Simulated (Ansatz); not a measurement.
A calculation with Ansatz (development build ahead of 0.2.0).

```yaml
crystal:
  periodic: [false, false, false]
  atoms:
    - { symbol: C, position_ang: [0.0, 0.0, 0.0] }
    - { symbol: "N", position_ang: [0.0, 0.0, 1.172] }
basis:
  gaussian: { orbitals: def2-SVP }
magnetization:
  initial_magnetization: 1
hamiltonian:
  xc: hf
correlation:
  method: ccsd_t
  frozen_orbitals: { C: 1, "N": 1 }
scf:
  omitted_lower_state_checks: [stability, starts, atomic_configurations, cluster_reference, orbital_swaps, given_window_search, neighbouring_geometries, increment]
```

The input is written out in the form of the current development build from the run's settings. Correlation on restricted open-shell orbitals is semicanonical, with singles.

The run gave:

* Converged: yes
* Reference energy: -92.11046 hartree
* Correlation energy: -0.29389 hartree
* Total energy: -92.40434 hartree
